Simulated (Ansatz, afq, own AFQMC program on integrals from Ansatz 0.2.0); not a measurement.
Integrals from Ansatz 0.2.0, then the random walk in our own AFQMC program (afq).

```yaml
crystal:
  periodic: [false, false, false]
  atoms:
    - {symbol: Ge, position_ang: [0.000000, 0.014250, 0.329308]}
    - {symbol: N, position_ang: [0.000000, -0.126443, -1.555498]}
    - {symbol: H, position_ang: [0.000000, 0.730143, -2.116709]}
basis:
  gaussian: {orbitals: cc-pVDZ}
total_charge: 1
magnetization: {spin_polarized: false, initial_magnetization: 1}
correlation: {method: ccsd_t, electrons: outside_noble_gas, hamiltonian_folder: ham}
```

```sh
$ ansatz run in.yaml --threads 1 --pin off --events-out ev --progress --plain --max-ram 1382MiB
```

Options of the walk:

```
--method phaseless --trial mp1 --walkers 80 --populations 1 --least-time 40 --time-step 0.04 --steps-per-block 25 --equilibration-blocks 3 --max-blocks 20 --target-error 0.00072 --factor-cut 1e-05 --start determinant --seed 7489 --taylor-order 4
```

Times are imaginary, in 1/Eh. The walk had a cap of 271 s. Filled inner d shells are frozen with the cores.

Output of the walk:

```
orbitals 31  electrons 5 4  factors 236 of 509
reference energy -2130.03549984 Eh
CCSD correlation -0.22111760 Eh in 15 cycles, weight of the determinant in the CISD state 0.8747
energy of the start -2130.226163 Eh
 block  time / (1/Eh)  mean weight  energy / Eh
     1     1.000  1.0078  -2130.248360
     2     2.000  1.0013  -2130.261774
     3     3.000  1.0047  -2130.266317
     4     4.000  1.0076  -2130.260353
     5     5.000  1.0070  -2130.274656
     7     7.000  1.0156  -2130.261907
     9     9.000  1.0069  -2130.265962
    11    11.000  1.0037  -2130.262771
    13    13.000  1.0040  -2130.258953
    15    15.000  1.0136  -2130.268135
    17    17.000  0.9788  -2130.270114
    18    18.000  0.9937  -2130.252585
    19    19.000  0.9801  -2130.254445
    21    21.000  1.0028  -2130.263178
    22    22.000  1.0020  -2130.273230
    23    23.000  0.9907  -2130.263379
blocks merged  error / Eh  count
     1  0.001313  20
     2  0.001546  10
energy -2130.264000 +/- 0.001313 Eh
(rows thinned)
```

The run failed at least one of its tests; the cautions name the faults.

Against this walk (error 35.7 meV) on the same determinant: CCSD(T) 0.7 meV higher (within the noise), CCSDT(Q) 51.0 meV lower (within the noise), a separate phaseless walk with a CISD trial and standard settings 25.0 ± 37.8 meV lower (within the noise). The error is statistical and leaves out the bias of the constraint.

Cautions: constraint bias not in the error; error not settled; error above the target (35.7 against 19.6 meV); no relativity below Rb; no spin-orbit coupling; inner d shell frozen; the sampling time fell short of the least asked; the time-step error isn't removed.

The walk took 12 s on 1 thread of Intel(R) Xeon(R) Platinum 8488C (Sapphire Rapids) (shared host). The log's last line is the phaseless energy.

CCSDT and higher add their correlation energy to the determinant of the CCSD(T) run, since their own runs factorise the integrals more tightly (a shift of under 2 meV). A walk keeps the symmetry of its determinant, which the program's search chose and which needn't be the lowest solution, so a lower state of the same spin and another symmetry isn't excluded.
